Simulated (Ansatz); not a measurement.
**How close CCSD(T) comes to the exact answer in a basis**

Each species is computed at the geometry given (Å), with frozen cores, in Ansatz 0.2.0: RHF-CCSD(T) for singlets, UHF-CCSD(T) otherwise, and full CI in the same basis. The program picks the determinant by trial CCSD, so it needn't be the lowest Hartree–Fock solution. States: SiH2 B1, CHN Σ⁺ or Δ, HCl Σ⁺ or Δ. Cases whose determinant has another symmetry than full CI's state, or whose (Q) step broke down, weren't drawn.

Judging by size, spin and bonding, rank them by the size of CCSD(T)'s error in total energy against full CI in the same basis, smallest first (an estimate).
A. SiH2, triplet, cc-pV(T+d)Z: Si 0.000 0.000 0.051; H 0.000 1.272 -0.708; H 0.000 -1.272 -0.708
B. HCl, singlet, 6-31G: Cl 0.000 0.000 0.000; H 0.000 0.000 1.280
C. CHN, singlet, 6-31G: C 0.000 0.000 0.036; N 0.000 0.000 -1.140; H 0.000 0.000 1.105

B (3.2 meV), A (22.4 meV), C (43.8 meV).

```tsv
species	basis	correlated electrons	CCSD(T) − full CI (meV)	CCSDT(Q) − full CI (meV)	unpaired electrons (full CI)	T1	⟨S²⟩ of the determinant
HCl, singlet	6-31G	8	3.2	0.1	0.01	0.006	0.00
SiH2, triplet	cc-pV(T+d)Z	6	22.4	-1.3	2.03	0.018	2.01
CHN, singlet	6-31G	10	43.8	-0.9	0.11	0.014	0.00
```

Unpaired electrons are Σ n²(2−n)² over natural occupations; an open shell counts its own unpaired electrons too. Frozen cores follow each run's orbitals, which moves totals by a few meV.
